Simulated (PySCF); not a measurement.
# Computed NMR parameters against published values

Molfile (atoms numbered from 1):
```
C4H8O
     RDKit          3D

 13 13  0  0  0  0  0  0  0  0999 V2000
    2.0743   -0.8089   -0.6191 O   0  0  0  0  0  0  0  0  0  0  0  0
    1.3075    0.2574   -0.1053 C   0  0  0  0  0  0  0  0  0  0  0  0
   -0.1465    0.1696   -0.5102 C   0  0  0  0  0  0  0  0  0  0  0  0
   -1.0887   -0.6694    0.3026 C   0  0  0  0  0  0  0  0  0  0  0  0
   -1.1971    0.8245    0.3326 C   0  0  0  0  0  0  0  0  0  0  0  0
    1.6590   -1.6375   -0.3535 H   0  0  0  0  0  0  0  0  0  0  0  0
    1.3864    0.2917    0.9919 H   0  0  0  0  0  0  0  0  0  0  0  0
    1.7642    1.1638   -0.5126 H   0  0  0  0  0  0  0  0  0  0  0  0
   -0.2906    0.1746   -1.5840 H   0  0  0  0  0  0  0  0  0  0  0  0
   -0.7050   -1.1641    1.1832 H   0  0  0  0  0  0  0  0  0  0  0  0
   -1.8550   -1.2311   -0.2094 H   0  0  0  0  0  0  0  0  0  0  0  0
   -0.8777    1.3382    1.2268 H   0  0  0  0  0  0  0  0  0  0  0  0
   -2.0351    1.2915   -0.1607 H   0  0  0  0  0  0  0  0  0  0  0  0
  1  2  1  0
  2  3  1  0
  3  4  1  0
  4  5  1  0
  5  3  1  0
  1  6  1  0
  2  7  1  0
  2  8  1  0
  3  9  1  0
  4 10  1  0
  4 11  1  0
  5 12  1  0
  5 13  1  0
M  END
```

[PySCF 2.14.0 with density-fitted response routines: PBE0/pcSseg-1 with gauge-including orbitals; coordinates at the GFN2-xTB level; one averaged value for each set of equivalent atoms; gas phase; non-relativistic; a single conformation]

Reference values: measured (solution, not stated per compound (mostly CDCl3 or CCl4); Pretsch, Buehlmann, Badertscher, Structure Determination of Organic Compounds, 4th ed. (2009)).
```csv
atoms,quantity,reference,computed,"computed, scaled"
C3,δ ¹³C,12.7,17.4,14.8
C4/C5,δ ¹³C,2.2,3.6,1.4
```

Computed shifts are σ(ref) − σ with the named reference compound (TMS for H and C) calculated as an isolated molecule at the same level. The measured values may be among those fitted. Shieldings were converted by linear fits to measured shifts (mostly CDCl3, TMS scale, for H and C): ¹³C: δ = 179.97 − 0.974σ (rms 2.1 ppm, 958 shifts, 2.3 ppm with the 13 outliers that the fit left out). Occasional misses reach two or three times the rms, and more in compound classes unlike the fitted ones.

Problem. How far are the unscaled ¹³C shifts from the references?

Solution. Mean signed difference +3.05 ppm, mean absolute 3.05 ppm over 2 comparisons; the largest is +4.7 ppm at C3 (three-membered-ring carbon).
